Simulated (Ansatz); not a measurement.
`O/C=C\F` and `O/C=C\Cl` differ in one element.

Ansatz, PBE0-D4/def2-TZVP geometries, multiplicity 1. Each molecule was computed in one conformer, which needn't be the lowest.

```csv
property,`O/C=C\F`
HOMO energy (ωB97M-V/def2-TZVPP) / eV,-9.05
LUMO energy (ωB97M-V/def2-TZVPP) / eV,2.63
size of the dipole moment (PBE/def2-TZVPP) / D,0.56
HOMO energy (B3LYP/def2-TZVPP) / eV,-6.58
LUMO energy (PBE0/def2-TZVPP) / eV,0.90
HOMO energy (PBE0/def2-TZVPP) / eV,-6.78
```

(1) Give the same properties after the change, and the shifts. (Best estimate.)

Answers

(1) Computed: 
| property | `O/C=C\Cl` | shift |
| --- | --- | --- |
| HOMO energy (ωB97M-V/def2-TZVPP) / eV | -9.00 | 0.05 |
| LUMO energy (ωB97M-V/def2-TZVPP) / eV | 2.59 | -0.04 |
| size of the dipole moment (PBE/def2-TZVPP) / D | 0.59 | 0.03 |
| HOMO energy (B3LYP/def2-TZVPP) / eV | -6.59 | -0.01 |
| LUMO energy (PBE0/def2-TZVPP) / eV | 0.43 | -0.47 |
| HOMO energy (PBE0/def2-TZVPP) / eV | -6.80 | -0.02 |

Dipoles are sizes alone; their direction can turn.

B3LYP here is the variant with VWN-RPA as its local correlation; programs differ in this.
